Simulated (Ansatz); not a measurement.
A made-up structure of CH5AlN (charge -1), singlet:

```xyz
8
angstrom
C -0.7953 0.8928 -0.4470
Al 0.6390 -0.3870 0.1016
N 0.3056 -1.6721 1.2059
H -0.5349 1.9273 -0.1873
H -1.7468 0.6519 0.0389
H -0.9566 0.8782 -1.5330
H 2.0448 0.0245 -0.6576
H 1.4062 0.6156 0.9481
```

It is relaxed with PBE-D4/def2-SVPD and then PBE0-D4/def2-TZVPD (Ansatz 0.2.0). Atoms count as bonded within 1.22 times the sum of their covalent radii (H–H: 0.88 Å). The end point is not checked to be a true minimum.

Does its bonding change? (A judgement: the text doesn't fix the answer.)

Computed: Yes. Formed: N3–H8; broken: Al2–H8.

Where it ends: The first stage lowers the energy by 4.82 eV in 21 steps. It ends as CH₅AlN ([CH3][AlH][NH]), total charge -1:
C1  (-0.902, 0.986, -0.657)
Al2  (0.731, 0.076, 0.053)
N3  (0.711, -0.709, 1.591)
H4  (-0.721, 2.053, -0.843)
H5  (-1.738, 0.903, 0.046)
H6  (-1.221, 0.555, -1.615)
H7  (1.953, 0.234, -1.045)
H8  (1.549, -1.168, 1.939)
(Å)

Labels in which every atom is bracketed show which atoms are joined, not bond orders.

For scale, one of the runs: PBE0-D4/def2-TZVPD relaxation, 162 basis functions, launched by `ansatz run in.yaml --threads 2 --pin off --events-out ev --progress --plain --max-ram 4352MiB`. The run took about 34 s on 2 CPU threads of an Intel Xeon Platinum 8259CL (shared host).
